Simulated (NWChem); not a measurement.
Species: nitrogen (N$_{2}$); SMILES N#N

```xyz
2

N      0.0000     0.0000     0.5447
N      0.0000     0.0000    -0.5447
```
Atoms are numbered in this order, from 1.

Computed with NWChem. Pople sets run with spherical d functions. Structure relaxed at the PBE0-D3(BJ)/def2-TZVP level. Static field.

```json
[
 {"level": "Hartree-Fock/6-31G*", "basis functions": "28", "isotropic polarisability (bohr³)": "8.3", "anisotropy (bohr³)": "7.9"},
 {"level": "Hartree-Fock/6-31+G*", "basis functions": "36", "isotropic polarisability (bohr³)": "9.8", "anisotropy (bohr³)": "7.7"},
 {"level": "Hartree-Fock/def2-SVP", "basis functions": "28", "isotropic polarisability (bohr³)": "8.3", "anisotropy (bohr³)": "7.6"},
 {"level": "Hartree-Fock/def2-SVPD", "basis functions": "40", "isotropic polarisability (bohr³)": "10.8", "anisotropy (bohr³)": "5.4"},
 {"level": "Hartree-Fock/def2-TZVP", "basis functions": "62", "isotropic polarisability (bohr³)": "10.1", "anisotropy (bohr³)": "6.9"},
 {"level": "Hartree-Fock/aug-cc-pVDZ", "basis functions": "46", "isotropic polarisability (bohr³)": "11.2", "anisotropy (bohr³)": "5.2"},
 {"level": "Hartree-Fock/Sadlej pVTZ", "basis functions": "48", "isotropic polarisability (bohr³)": "11.3", "anisotropy (bohr³)": "5.3"},
 {"level": "Hartree-Fock/d-aug-cc-pVDZ", "basis functions": "64", "isotropic polarisability (bohr³)": "11.4", "anisotropy (bohr³)": "5.1"},
 {"level": "Hartree-Fock/def2-TZVPD", "basis functions": "74", "isotropic polarisability (bohr³)": "11.4", "anisotropy (bohr³)": "5.1"},
 {"level": "Hartree-Fock/aug-cc-pVTZ", "basis functions": "92", "isotropic polarisability (bohr³)": "11.4", "anisotropy (bohr³)": "5.1"}
]
```
